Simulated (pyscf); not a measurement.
# Addition across a multiple bond or ene-type step: H₃C–Al(OH)–OH + ethylene (H₂C=CH₂) -> H₃C–CH₂–CH₂–Al(OH)–OH

Gas phase, singlet surface, charge 0. Bonds broken: C1–H5. Bonds formed: C1–C10, H5–C11. Single points on ωB97X-D3(BJ)/def2-SVP structures (PySCF, gas phase).

Transition state (Å):

```xyz
15

C      0.2925     0.4455     0.3577
Al     0.8909    -1.1647     1.2278
O     -0.0539    -2.5814     1.0856
O      2.3729    -1.1481     2.0778
H      0.2878     1.4444    -1.0609
H     -0.6920     0.4648    -0.0953
H      0.8185     1.3752     0.5412
H      0.1272    -3.4580     1.4259
H      2.8138    -1.8684     2.5293
C     -0.9330     2.6789     0.0603
C     -0.3072     2.5287    -1.2050
H     -1.9647     2.3600     0.2309
H     -0.4729     3.2632     0.8616
H      0.5047     3.2327    -1.4344
H     -0.9722     2.3386    -2.0588
```

One imaginary mode, 1080i cm⁻¹; descent along it reached the two sides named.

```csv
bond,change,reactant side (Å),saddle,product side
C1–H5,breaks,1.104,1.735,2.8
C1–C10,forms,4.6,2.565,1.541
H5–C11,forms,3.4,1.245,1.103
```

Electronic energies relative to the separated reactants (kJ/mol):

| level | barrier | reaction energy | reverse barrier |
|---|---|---|---|
| ωB97X-D3(BJ)/def2-TZVP | 354.8 | -106.0 | 460.9 |
| PBE/def2-TZVP | 287.6 | -88.9 | 376.5 |
| r²SCAN/def2-TZVP | 303.7 | -95.1 | 398.8 |
| B3LYP-D3(BJ)/def2-TZVP | 318.7 | -85.6 | 404.3 |
| PBE0-D3(BJ)/def2-TZVP | 314.8 | -109.6 | 424.4 |
| M06-2X/def2-TZVP | 345.3 | -96.7 | 442.0 |
| ωB97M-D3(BJ)/def2-TZVP | 346.2 | -93.1 | 439.3 |
| HF/def2-TZVP | 452.3 | -60.8 | 513.1 |

With ωB97M-D3(BJ)/def2-TZVP energies and thermal terms (ideal gas, 1 atm, RRHO with modes under 100 cm⁻¹ raised to 100, one conformer, R ln 2 for chiral ones without a mode under 150 cm⁻¹), in kJ/mol:

```csv
T (K),ΔH‡,ΔG‡,ΔH,ΔG
298,341.5,389.2,-79.0,-29.1
600,343.6,436.9,-78.6,+21.4
900,347.0,482.8,-75.8,+70.9
1200,350.5,527.6,-71.8,+119.2
```

This is the saddle that the search found; another between the same sides may lie lower. A restricted solution here is unstable towards spin polarisation, so biradical character is likely and single-reference numbers are less safe.
